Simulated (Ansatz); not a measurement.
# C4H9 (doublet): from Hartree-Fock to the top rungs, cc-pVTZ

The task here is to estimate one member of a computed series from the others.

The runs use Ansatz 0.2.0, Gaussian basis; cc-pVTZ, core rule «outside noble gas», up to 4 orbitals frozen.

To be run: UHF; CCSD(T) on ROHF; CCSD(T) on UHF.

### The system

The geometry is an MP2(full)/6-31G* stationary point (not a proven minimum).

13 atoms, charge 0, spin multiplicity 2.

Atoms are counted from 1 here; the program's logs count them from 0.

Bond lengths: C1–C2 1.493 Å, C1–C3 1.493 Å, C1–C4 1.493 Å, C2–H5 1.102 Å, C2–H6 1.094 Å, C2–H7 1.094 Å, C3–H8 1.102 Å, C3–H9 1.094 Å, C3–H10 1.094 Å, C4–H11 1.102 Å, C4–H12 1.094 Å, C4–H13 1.094 Å. Angles: C2–C1–C3 118.0°, C2–C1–C4 118.0°, C3–C1–C4 118.0°, C1–C2–H5 111.5°, C1–C2–H6 111.5°, C1–C2–H7 111.5°, H5–C2–H6 107.0°, H5–C2–H7 107.0°, H6–C2–H7 108.3°, C1–C3–H8 111.5°, C1–C3–H9 111.5°, C1–C3–H10 111.5°, H8–C3–H9 107.0°, H8–C3–H10 107.0°, H9–C3–H10 108.3°, C1–C4–H11 111.5°, C1–C4–H12 111.5°, C1–C4–H13 111.5° and more.

The first run:

Contents of in.yaml:

```yaml
crystal:
  periodic: [false, false, false]
  atoms:
    - {symbol: C, position_ang: [0.000000, 0.000000, 0.178426]}
    - {symbol: C, position_ang: [0.000000, 1.478187, -0.034369]}
    - {symbol: C, position_ang: [1.280147, -0.739093, -0.034369]}
    - {symbol: C, position_ang: [-1.280147, -0.739093, -0.034369]}
    - {symbol: H, position_ang: [0.000000, 1.731496, -1.107295]}
    - {symbol: H, position_ang: [-0.887043, 1.945769, 0.404062]}
    - {symbol: H, position_ang: [0.887043, 1.945769, 0.404062]}
    - {symbol: H, position_ang: [1.499520, -0.865748, -1.107295]}
    - {symbol: H, position_ang: [2.128607, -0.204683, 0.404062]}
    - {symbol: H, position_ang: [1.241564, -1.741086, 0.404062]}
    - {symbol: H, position_ang: [-1.499520, -0.865748, -1.107295]}
    - {symbol: H, position_ang: [-1.241564, -1.741086, 0.404062]}
    - {symbol: H, position_ang: [-2.128607, -0.204683, 0.404062]}
basis:
  gaussian: {orbitals: cc-pVTZ}
magnetization: {spin_polarized: true, initial_magnetization: 1}
hamiltonian: {xc: hf}
output: {orbitals: {seedname: orbitals}}
```

Launch:

```
$ ansatz run in.yaml --threads 1 --pin off --events-out ev --progress --plain --max-ram 3956MiB --backend cpu
```

Steps of the session up to this table: UHF; CCSD(T) on ROHF; CCSD(T) on UHF.

One of the session's tables, all rows but one given; the rest of the session is left out.

```
  method  from RCCSD(T) (kcal/mol)
    ROHF                   +479.94
     UHF                   +476.94
    RMP2                    +49.58
    UMP2                         ?
   RCCSD                    +17.30
   UCCSD                    +17.24
RCCSD(T)                         0
UCCSD(T)                     +0.01
```

Q: Estimate the row for UMP2 from the others.

As computed: from RCCSD(T) (kcal/mol): +50.04. In the column «from RCCSD(T) (kcal/mol)» it lies between RMP2 (+49.58) and UHF (+476.94).

With the free atoms at the same levels and basis (separate runs), the atomisation energy is 50.883 eV at RCCSD(T), 50.875 eV at UCCSD(T), 40.301 eV at ROHF.

Limits of these values: Restricted and unrestricted rows rest on different reference determinants; where their highest levels disagree by more than a few hundredths of an eV, they describe different states and don't form one ladder.
